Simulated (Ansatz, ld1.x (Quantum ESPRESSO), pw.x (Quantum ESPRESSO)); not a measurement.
# From atom to crystal: TM potential for ruthenium (Ru)

* Element: Ru
* Generator: ld1.x (Quantum ESPRESSO) 7.5
* Type: norm-conserving Troullier–Martins (Kleinman–Bylander form)
* Functional: LDA (PW92)
* Relativity: scalar-relativistic
* Frozen core: [Kr]
* Valence charge: 8
* Reference configuration: 4d7 5s1 5p0
* Partial waves: 5s (bound): rc 2.30 bohr; 5p (bound, empty): rc 2.55 bohr; 4d (bound): rc 1.80 bohr
* Local potential: the d channel
* Core correction: none

Atomic tests: cutoffs needed: 50 Ry and 60 Ry (the cutoffs (Ry, on a coarse ladder) from which the occupation-weighted sum of valence levels, in a spherical-Bessel basis at the reference potential, stays within 10 and 1 mRy of its value at 400 Ry); ghost test: ghost states, extra bound levels that the all-electron valence spectrum of the same l lacks: s at -90.4 eV, p at -23.0 eV; a true bound ghost makes a file unfit for plane-wave use (spherical-Bessel basis up to 400 Ry, 20 bohr box); largest excitation error: -46 meV (all-electron minus pseudo) for 4d6 5s2 5p0, out of 7 test configurations.

Crystal test: sc Ru in pw.x 7.5, no spin, 13³ k-points, Fermi–Dirac smearing 0.01 Ry, cutoffs 75/300 Ry. The reference is all-electron LAPW (Ansatz 0.2.0) with the same functional, mesh and smearing; V0 and B0 come from Birch–Murnaghan fits to the pressures at five volumes. Errors are pseudo minus all-electron; Δ is the rms difference of the E(V) curves that follow from these fits, minima aligned, over ±6 % about the mean V0. Mesh and smearing are coarse, so the numbers serve the comparison and aren't converged zero-temperature values; the lattice is a test structure that the element need not adopt.

All-electron: a0 = 2.466 Å (V0 = 14.99 Å³/atom), B0 = 260.4 GPa.

How far does the potential miss the all-electron equation of state?

mean pressure error (GPa): +30.24. The pressure does not cross zero within the volumes sampled, so no fit is given. The largest radius (2.55 bohr) exceeds half the bond length (2.33 bohr), so the spheres overlap, which is one possible source of error among others. This is a poor potential for the solid. Note: ghost states, extra bound levels that the all-electron valence spectrum of the same l lacks: s at -90.4 eV, p at -23.0 eV. A true bound ghost makes a file unfit for plane-wave use.

```csv
V (Å³/atom),P all-electron (GPa),P pseudo (GPa)
14.241,15.09,45.51
14.615,7.02,37.58
14.990,0.02,30.46
15.365,-6.05,24.07
15.739,-11.31,18.34
```

At the middle volume, how do free energy and pressure move when the wave cutoff is lowered (ecutrho kept at four times it)?

```csv
cutoff (Ry),shift of F (meV/atom),shift of P (GPa)
34,+764.7,-36.68
45,+112.7,-1.66
60,+59.2,-0.86
```

The run at the middle volume (84 k-points, 21 iterations) took about 16 s on one core of a shared host (Neoverse-V1, 32 threads, 247 GiB, load 14).
